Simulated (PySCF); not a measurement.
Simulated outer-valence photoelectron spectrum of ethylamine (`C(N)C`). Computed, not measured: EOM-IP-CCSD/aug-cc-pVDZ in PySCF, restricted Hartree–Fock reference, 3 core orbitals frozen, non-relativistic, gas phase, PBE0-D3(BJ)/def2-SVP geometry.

Each root has a Gaussian of 0.5 eV full width with its one-hole share as area; cross sections and vibrations are left out, and the highest printed point is 100.

(ionisation energy (eV), intensity): (8.6, 0), (8.8, 3), (9.0, 21), (9.2, 57), (9.4, 64), (9.6, 29), (9.8, 5), (10.0, 0), (10.2, 0), (10.4, 0), (10.6, 0), (10.8, 0), (11.0, 0), (11.2, 0), (11.4, 0), (11.6, 0), (11.8, 5), (12.0, 28), (12.2, 64), (12.4, 63), (12.6, 48), (12.8, 65), (13.0, 61), (13.2, 25), (13.4, 4), (13.6, 2), (13.8, 14), (14.0, 50), (14.2, 91), (14.4, 100), (14.6, 73), (14.8, 37), (15.0, 44), (15.2, 68), (15.4, 48), (15.6, 14), (15.8, 2), (16.0, 0), (16.2, 0), (16.4, 0), (16.6, 5), (16.8, 29), (17.0, 64), (17.2, 57), (17.4, 21), (17.6, 3), (17.8, 0)

**Question.** Where are the maxima, and how many lines lie under the curve?

**Answer.** 6 maxima, at 9.3, 12.3, 12.9, 14.4, 15.2 and 17.1 eV, from 7 lines. At this width some lines have no maximum of their own.

**Question.** List the lines with their holes.

**Answer.** 
```csv
E (eV),leading hole (HF orbital),area,Koopmans (eV)
9.32,HOMO,0.95,10.56
12.28,HOMO-1,0.96,12.97
12.90,HOMO-2,0.96,13.73
14.18,HOMO-4,0.95,15.45
14.51,HOMO-3,0.96,15.39
15.22,HOMO-5,0.95,16.29
17.08,HOMO-6,0.95,18.26
```

The widest gap, 2.96 eV, lies between 9.32 and 12.28 eV. Only orbitals with −ε under 21 eV, eight at most, were ionised, so the high end of the curve may lack lines.

Conformer computed: `[CH3:1][CH2:2][NH2:3]`: H–N3–C2–C1 58°, H–N3–C2–C1 -59°.

One conformer stands for the species.
